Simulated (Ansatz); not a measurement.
For rock-salt BaO, RPBE (Ansatz, a program for electronic structure, PAW) gives:

- lattice constant a: 5.641 Å
- bulk modulus B0: 61.4 GPa
- cohesive energy: 4.64 eV/atom
- band gap at the measured cell: 2.16 eV

Question: What does PBE0 (Ansatz, plane waves, PAW) give for the same quantities?

Answer: 
- lattice constant a: 5.531 Å (shrinks by 2.0 %)
- bulk modulus: 75.9 GPa (grows by 24 %)
- cohesive energy: 4.81 eV/atom (grows by 0.17 eV/atom)
- band gap at the measured cell: 4.05 eV (goes up by 1.89 eV)

For comparison: lattice constant a 5.54 Å (measured, 300 K, no zero-point or thermal correction; as tabulated in Santana et al. (2016), arXiv:1608.06321); bulk modulus 74.1 GPa (measured, 300 K, no zero-point or thermal correction; as tabulated in Santana et al. (2016), arXiv:1608.06321); cohesive energy 5.08 ± 0.03 eV/atom (worked out here from tabulated enthalpies at 298 K, copied from a table, unchecked, brought to a static lattice with a Debye model, atoms in their spin–orbit ground levels; inputs from the CRC Handbook); band gap 4.4 eV (measured, temperature not stated, no zero-point or thermal correction; as tabulated in Abedi et al. (2022), arXiv:2211.14644).

Changes are worked out from the printed values.

Unless a cell is named, each level is at its own relaxed cell (RPBE 22.43, PBE0 21.15 Å³/atom).

Levels without +SOC have no spin–orbit coupling; where heavier elements are present it shifts gaps, mostly down, and can invert bands. Density-functional gaps are differences of (generalised) Kohn–Sham levels.

Ansatz's density-functional and Hartree–Fock values are scalar-relativistic unless marked +SOC, with PAW data made under PBE.
